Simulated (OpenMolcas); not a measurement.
# CH6BN (SMILES CBN), step by step

We compute the energy (HF/ANO-RCC-MB), then the energy (CASSCF(2,2)/ANO-RCC-VDZP), then an energy scan (CASPT2(2,2)/ANO-RCC-VDZP), then the energy along one coordinate (SC-NEVPT2(2,2)/ANO-RCC-VDZP), then an energy scan (MC-PDFT[tPBE](2,2)/ANO-RCC-VDZP) of CH6BN. 

The results are computed with OpenMolcas 26.06.

## Step 1: The molecule

CH6BN: 9 atoms, total charge 0, spin state singlet. SMILES: `CBN`. Geometry: relaxed at PBE0-D4/def2-TZVP.

Bond lengths: C1–B2 1.568 Å, B2–N3 1.392 Å, C1–H4 1.096 Å, C1–H5 1.095 Å, C1–H6 1.094 Å, B2–H7 1.202 Å, N3–H8 1.005 Å, N3–H9 1.007 Å. Some angles: C1–B2–N3 122.0°, C1–B2–H7 121.0°, N3–B2–H7 117.0°, B2–C1–H4 110.3°, B2–C1–H5 110.4°, B2–C1–H6 114.3°, B2–N3–H8 123.2°, B2–N3–H9 123.1°, H4–C1–H5 105.5°, H4–C1–H6 108.0°.

## Step 2: A single-point energy at HF/ANO-RCC-MB (DKH2) (run 1)

The input, input.xyz:

```xyz
9

C     -0.665300     0.757700    -0.590300
B      0.459400    -0.282900    -0.256200
N      0.592800    -0.842800     1.010700
H     -1.291900     0.390800    -1.410600
H     -0.224600     1.692200    -0.954300
H     -1.319900     0.998900     0.252300
H      1.248800    -0.632800    -1.092800
H      1.306200    -1.511000     1.244900
H     -0.016800    -0.616400     1.779200
```

The input, step1.input:

```
>>> EXPORT MOLCAS_PRINT=2

&GATEWAY
 Coord=input.xyz
 Basis=ANO-RCC-MB
 Group=NoSym

&SEWARD

&SCF
 PrOrbitals=0

&LOCALISATION
 Occupied
 Freeze
 Pipek-Mezey

&LOCALISATION
 FileOrb=$Project.LocOrb
 Virtual
 Pipek-Mezey
```

On the command line:

```
$ export MOLCAS_MEM=1860
$ pymolcas step1.input > step1.log
```

The log of the run:

```text
--- Start Module: gateway ---
[...]
--- Stop Module: gateway /rc=_RC_ALL_IS_WELL_ ---
[...]
      Basis functions           21
[...]
       Convergence after   9 Iterations
[...]
::    Total SCF energy                               -120.4486892944
[...]
      Total spin, S                                     0.0000000000
[...]
      Total electronic charge=   24.000000
      Total            charge=   -0.000000
[...]
      Dipole Moment (debye):
      Origin of the operator (angstrom)=    0.1179   -0.1277    0.0944
                   X= -5.5199E-02               Y= -5.4448E-01               Z=  1.6542E+00           Total=  1.7424E+00
      Quadrupole Moment (debye*angstrom):
[...]
--- Start Module: localisation ---
[...]
--- Stop Module: localisation /rc=_RC_ALL_IS_WELL_ ---
--- Start Module: localisation ---
[...]
--- Stop Module: localisation /rc=_RC_ALL_IS_WELL_ ---
[...]
```

Wall time 2.8 s (1 thread of Intel Xeon Platinum 8375C at 2.90GHz (Ice Lake), shared host); peak memory 0.38 GiB.

## Step 3: A single-point energy at CASSCF(2,2)/ANO-RCC-VDZP (DKH2, RICD fitting) (run 2)

input.xyz is that of step 2.

The input, step2.input:

```
>>> EXPORT MOLCAS_PRINT=2

&GATEWAY
 Coord=input.xyz
 Basis=ANO-RCC-MB
 Group=NoSym

&SEWARD

&RASSCF
 FileOrb=$CurrDir/step1.LocOrb
 Alter=2
 1 10 12
 1 13 19
 Spin=1
 Nactel=2 0 0
 Inactive=11
 Ras2=2
 OrbListing=Nothing
>>> COPY $Project.RunFile RUNFIL1
>>> COPY $Project.RasOrb INPORB

&GATEWAY
 Coord=input.xyz
 Basis=ANO-RCC-VDZP
 Group=NoSym
 RICD

&SEWARD
>>> COPY $Project.RunFile RUNFIL2

&EXPBAS

&RASSCF
 FileOrb=$Project.ExpOrb
 Spin=1
 Nactel=2 0 0
 Inactive=11
 Ras2=2
 OrbListing=Nothing
 OrbAppear=Compact
```

On the command line:

```
$ export MOLCAS_MEM=1860
$ pymolcas step2.input > step2.log
```

The log of the run:

```text
--- Start Module: gateway ---
[...]
      Basis functions           21
[...]
      Number of active orbitals                  2
[...]
      Spin quantum number                      0.0
[...]
      Active orbitals                            2
[...]
      Number of CSFs                             3
[...]
      Number of root(s) required                 1
[...]
      Convergence after 10 iterations
[...]
      printout of CI-coefficients larger than  0.05 for root  1
      energy=    -120.458640
      conf/sym  11     Coeff  Weight
             1  20   0.99686 0.99373
             3  02  -0.07916 0.00627
      Natural orbitals and occupation numbers for root  1
      sym 1:   1.987467   0.012533
      ************************************************************************************************************************
      *                                                    Final results                                                     *
[...]
::    RASSCF root number  1 Total energy:   -120.45864013
[...]
      Basis functions           72
[...]
      Convergence after 11 iterations
[...]
      Natural orbitals and occupation numbers for root  1
      sym 1:   1.987669   0.012331
      ************************************************************************************************************************
      *                                                    Final results                                                     *
[...]
::    RASSCF root number  1 Total energy:   -120.64991644
[...]
      Total electronic charge=   24.000000
      Total            charge=   -0.000000
[...]
      Dipole Moment (debye):
      Origin of the operator (angstrom)=    0.1179   -0.1277    0.0944
                   X= -7.8662E-02               Y= -4.0640E-01               Z=  1.3222E+00           Total=  1.3855E+00
      Quadrupole Moment (debye*angstrom):
[...]
```

Run time: 7.5 s. Hardware: 1 thread of Intel Xeon Platinum 8375C at 2.90GHz (Ice Lake), shared host; peak memory 0.38 GiB.

## Step 4: The energy along one coordinate at CASPT2(2,2)/ANO-RCC-VDZP (DKH2, RICD fitting, ipea shift 0.25 Eh, pt2 variant SS) (run 3)

The input, step3.inp:

```
* CH6BN CASPT2
>>> COPY $CurrDir/step2.RasOrb $Project.RasOrb
>>> ForEach K in (1, 2, 3, 4, 5, 6, 7, 8, 9)

&GATEWAY
  Coord
  $CurrDir/point$K.xyz
  Basis
  ANO-RCC-VDZP
  Group
  NoSym
  RICD

&SEWARD

&RASSCF
  FileOrb
  $Project.RasOrb
  Spin
  1
  Nactel
  2 0 0
  Inactive
  11
  Ras2
  2
  OrbListing
  Nothing
  OrbAppear
  Compact

&CASPT2
  Imaginary
  0.2
  Frozen
  3
>>> EndDo
```

On the command line:

```
$ export MOLCAS_MEM=1860
$ pymolcas step3.inp > step3.log
```

The log of the run:

```text
[...]
      Basis functions           72
[...]
      Number of active orbitals                  2
[...]
      Spin quantum number                      0.0
[...]
      Active orbitals                            2
[...]
      Number of CSFs                             3
[...]
      Number of root(s) required                 1
[...]
      Convergence after 10 iterations
[...]
      printout of CI-coefficients larger than  0.05 for root  1
      energy=    -120.629523
      conf/sym  11     Coeff  Weight
             1  20   0.99812 0.99624
             3  02  -0.06130 0.00376
      Natural orbitals and occupation numbers for root  1
      sym 1:   1.992483   0.007517
      ************************************************************************************************************************
      *                                                    Final results                                                     *
[...]
::    RASSCF root number  1 Total energy:   -120.62952318
[...]
::    CASPT2 Root  1     Total energy:   -121.04191644
[...]
      Convergence after 10 iterations
[...]
      Natural orbitals and occupation numbers for root  1
      sym 1:   1.987679   0.012321
      ************************************************************************************************************************
      *                                                    Final results                                                     *
[...]
      Convergence after 11 iterations
[...]
      Convergence after 12 iterations
[...]
      Convergence after  9 iterations
[...]
::    RASSCF root number  1 Total energy:   -120.49307650
[...]
::    CASPT2 Root  1     Total energy:   -120.88058614
[...]
      Convergence after  8 iterations
[...]
::    RASSCF root number  1 Total energy:   -120.48968055
[...]
      Reference weight:           0.88288
[...]
::    CASPT2 Root  1     Total energy:   -120.87564436
[...]
```

Wall time 45 s (1 thread of Intel Xeon Platinum 8375C at 2.90GHz (Ice Lake), shared host); peak memory 0.085 GiB.

The scan, from its lowest point:

| B2–C1 (Å) | energy (kJ/mol) |
| --- | --- |
| 1.411 | 45.2 |
| 1.568 | 0.0 |
| 1.725 | 18.8 |
| 1.960 | 94.7 |
| 2.274 | 212.5 |
| 2.666 | 333.2 |
| 3.137 | 421.9 |
| 3.764 | 468.8 |
| 4.705 | 481.7 |

## Step 5: An energy scan at SC-NEVPT2(2,2)/ANO-RCC-VDZP (DKH2, RICD fitting, pt2 variant SC-NEVPT2) (run 4)

The input, step4.input:

```
>>> COPY $CurrDir/step2.RasOrb $Project.RasOrb
>>> ForEach K in (1, 2, 3, 4, 5, 6, 7, 8, 9)

&GATEWAY
 Coord
 $CurrDir/point$K.xyz
 Basis
 ANO-RCC-VDZP
 Group
 NoSym
 RICD

&SEWARD

&RASSCF
 FileOrb
 $Project.RasOrb
 Spin
 1
 Nactel
 2 0 0
 Inactive
 11
 Ras2
 2
 OrbListing
 Nothing
 OrbAppear
 Compact

&CASPT2
 SC-NEVPT2
 Frozen
 3
>>> EndDo
```

On the command line:

```
$ export MOLCAS_MEM=1860
$ pymolcas step4.input > step4.log
```

The log of the run:

```text
--- Start Module: gateway ---
[...]
      Basis functions           72
[...]
      Number of active orbitals                  2
[...]
      Spin quantum number                      0.0
[...]
      Active orbitals                            2
[...]
      Number of CSFs                             3
[...]
      Number of root(s) required                 1
[...]
      Convergence after 10 iterations
[...]
      printout of CI-coefficients larger than  0.05 for root  1
      energy=    -120.629523
      conf/sym  11     Coeff  Weight
             1  20   0.99812 0.99624
             3  02  -0.06130 0.00376
      Natural orbitals and occupation numbers for root  1
      sym 1:   1.992483   0.007517
      ************************************************************************************************************************
      *                                                    Final results                                                     *
[...]
::    RASSCF root number  1 Total energy:   -120.62952318
[...]
::    SC-NEVPT2 Root  1     Total energy:   -121.03782900
[...]
      Convergence after 10 iterations
[...]
      Natural orbitals and occupation numbers for root  1
      sym 1:   1.987679   0.012321
      ************************************************************************************************************************
      *                                                    Final results                                                     *
[...]
      Convergence after 11 iterations
[...]
      Convergence after 12 iterations
[...]
      Convergence after  9 iterations
[...]
::    RASSCF root number  1 Total energy:   -120.49307650
[...]
::    SC-NEVPT2 Root  1     Total energy:   -120.87709460
[...]
      Convergence after  8 iterations
[...]
::    RASSCF root number  1 Total energy:   -120.48968055
[...]
::    SC-NEVPT2 Root  1     Total energy:   -120.87233978
[...]
```

It took 39 s on 1 thread of Intel Xeon Platinum 8375C at 2.90GHz (Ice Lake), shared host; peak memory 0.085 GiB.

The scan, from its lowest point:

| B2–C1 (Å) | energy (kJ/mol) |
| --- | --- |
| 1.411 | 47.5 |
| 1.568 | 0.0 |
| 1.725 | 16.7 |
| 1.960 | 90.4 |
| 2.274 | 207.6 |
| 2.666 | 330.5 |
| 3.137 | 422.1 |
| 3.764 | 469.5 |
| 4.705 | 482.0 |

## Step 6: An energy scan at MC-PDFT[tPBE](2,2)/ANO-RCC-VDZP (DKH2, RICD fitting) (run 5)

The input, step5.inp:

```
>>> COPY $CurrDir/step2.RasOrb $Project.RasOrb
>>> ForEach K in (1, 2, 3, 4, 5, 6, 7, 8, 9)

&GATEWAY
 Coord
 $CurrDir/point$K.xyz
 Basis
 ANO-RCC-VDZP
 Group
 NoSym
 RICD

&SEWARD

&RASSCF
 FileOrb
 $Project.RasOrb
 Spin
 1
 Nactel
 2 0 0
 Inactive
 11
 Ras2
 2
 OrbListing
 Nothing
 OrbAppear
 Compact

&MCPDFT
 KSDFT
 T:PBE
>>> EndDo
```

On the command line:

```
$ export MOLCAS_MEM=1860
$ pymolcas step5.inp > step5.log
```

The log of the run:

```text
--- Start Module: gateway ---
[...]
      Basis functions           72
[...]
      Number of active orbitals                  2
[...]
      Spin quantum number                      0.0
[...]
      Active orbitals                            2
[...]
      Number of CSFs                             3
[...]
      Number of root(s) required                 1
[...]
      Convergence after 10 iterations
[...]
      printout of CI-coefficients larger than  0.05 for root  1
      energy=    -120.629523
      conf/sym  11     Coeff  Weight
             1  20   0.99812 0.99624
             3  02  -0.06130 0.00376
      Natural orbitals and occupation numbers for root  1
      sym 1:   1.992483   0.007517
      ************************************************************************************************************************
      *                                                    Final results                                                     *
[...]
::    RASSCF root number  1 Total energy:   -120.62952318
[...]
::    MCPDFT root number  1 Total energy:   -121.24660577
[...]
      Convergence after 10 iterations
[...]
      Natural orbitals and occupation numbers for root  1
      sym 1:   1.987679   0.012321
      ************************************************************************************************************************
      *                                                    Final results                                                     *
[...]
      Convergence after 11 iterations
[...]
      Convergence after 12 iterations
[...]
      Convergence after  9 iterations
[...]
::    RASSCF root number  1 Total energy:   -120.49307650
[...]
::    MCPDFT root number  1 Total energy:   -121.07241299
[...]
      Convergence after  8 iterations
[...]
::    RASSCF root number  1 Total energy:   -120.48968055
[...]
::    MCPDFT root number  1 Total energy:   -121.06712959
[...]
```

Run time: 48 s. Hardware: 1 thread of Intel Xeon Platinum 8375C at 2.90GHz (Ice Lake), shared host; peak memory 0.085 GiB.

The scan, from its lowest point:

| B2–C1 (Å) | energy (kJ/mol) |
| --- | --- |
| 1.411 | 41.2 |
| 1.568 | 0.0 |
| 1.725 | 20.1 |
| 1.960 | 96.3 |
| 2.274 | 215.5 |
| 2.666 | 342.6 |
| 3.137 | 442.9 |
| 3.764 | 498.5 |
| 4.705 | 512.4 |

## Step 7: Outcome

| quantity | value |
| --- | --- |
| run 1, HF/ANO-RCC-MB: total energy | -120.44869 Eh |
| run 1, HF/ANO-RCC-MB: dipole moment | 1.74 D |
| run 1, HF/ANO-RCC-MB: HOMO energy | -12.89 eV |
| run 1, HF/ANO-RCC-MB: LUMO energy | 5.10 eV |
| run 1, HF/ANO-RCC-MB: HOMO–LUMO gap | 17.99 eV |
| run 2, CASSCF(2,2)/ANO-RCC-VDZP: total energy | -120.64992 Eh |
| run 2, CASSCF(2,2)/ANO-RCC-VDZP: dipole moment (CASSCF density) | 1.39 D |
| run 3, CASPT2(2,2)/ANO-RCC-VDZP: lowest energy of the scan | -121.05912 Eh |
| run 4, SC-NEVPT2(2,2)/ANO-RCC-VDZP: lowest energy of the scan | -121.05592 Eh |
| run 5, MC-PDFT[tPBE](2,2)/ANO-RCC-VDZP: lowest energy of the scan | -121.26229 Eh |

**Reading.** Mulliken charges (run 1, HF/ANO-RCC-MB) run from -0.66 on N3 to +0.32 on B2; they depend strongly on the basis.
